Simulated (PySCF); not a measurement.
C4H6FN.
SMILES with atom numbers: `[CH2:1]=[C:2]([F:3])/[N:4]=[CH:5]\[CH3:6]` (hydrogens: H7, H8 on C1; H9 on C5; H10, H11, H12 on C6)

Computed by this run: PBE0-D3(BJ)/def2-SVP geometry optimisation, gas phase in PySCF 2.14.0; density fitting, grid level 1; the optimiser is geomeTRIC in internal coordinates, started from a GFN2-xTB structure.

Step 0: E = -8435.9340 eV
```
atom  x, y, z in Å  |  force x, y, z in eV/Å
C1     -2.4500    0.0235    0.3025   -0.063  -0.137  -0.009
C2     -1.1851   -0.1111   -0.0821    0.190  -0.861  -0.441
F3     -0.7880   -1.3227   -0.5924   -0.027   0.682   0.314
N4     -0.2906    0.9065   -0.0537   -0.307   0.352   0.059
C5      0.9726    0.8359   -0.0798    0.238  -0.378   0.016
C6      1.8697   -0.3545   -0.0773   -0.347   0.142   0.016
H7     -2.7953    0.9643    0.6831   -0.123   0.614   0.145
H8     -3.1333   -0.8035    0.2571   -0.323  -0.537   0.003
H9      1.4739    1.8003   -0.1006    0.335   0.467   0.015
H10     1.3674   -1.2523    0.2710   -0.156  -0.316   0.068
H11     2.7419   -0.1565    0.5422    0.365   0.094   0.187
H12     2.2179   -0.5307   -1.0962    0.219  -0.124  -0.374
```

**Question.** Estimate the geometry and energy of step 1. (The exact step hangs on the optimiser's Hessian estimate; all steps are aligned on step 0, rigid shifts and turns removed.)

**Answer.** E = -8435.9904 eV, largest force 0.233 eV/Å
```
atom  x, y, z in Å  |  force x, y, z in eV/Å
C1     -2.4864    0.0289    0.2648   -0.086   0.029  -0.010
C2     -1.1904   -0.1132   -0.0296    0.077   0.156   0.155
F3     -0.7311   -1.3336   -0.3620    0.003  -0.148  -0.128
N4     -0.2990    0.9278    0.0010   -0.054  -0.083   0.048
C5      0.9721    0.8307   -0.0447   -0.009   0.140  -0.032
C6      1.8711   -0.3605   -0.1255    0.051  -0.097   0.031
H7     -2.8590    1.0143    0.5413    0.006  -0.019  -0.060
H8     -3.1571   -0.8307    0.2443    0.020   0.017   0.022
H9      1.5011    1.8000   -0.0222   -0.013  -0.045  -0.015
H10     1.3897   -1.2954    0.1785    0.011   0.018   0.006
H11     2.7652   -0.1836    0.4925   -0.008   0.006  -0.031
H12     2.2249   -0.4853   -1.1645    0.002   0.026   0.014
```

The energy changes by -0.0565 eV. The first-order estimate −F·Δx gives -0.1291 eV and the mean of the old and new forces, exact on a quadratic surface, -0.0579 eV. The step makes an angle of 79° with the force vector and moves no atom by more than 0.238 Å.

What follows is the cost of the whole optimisation. The run took 35 s of wall time on Arm Neoverse N1, one thread, shared host with 32 logical CPUs at a one-minute load of 24, and the process peaked at 0.49 GiB of memory.
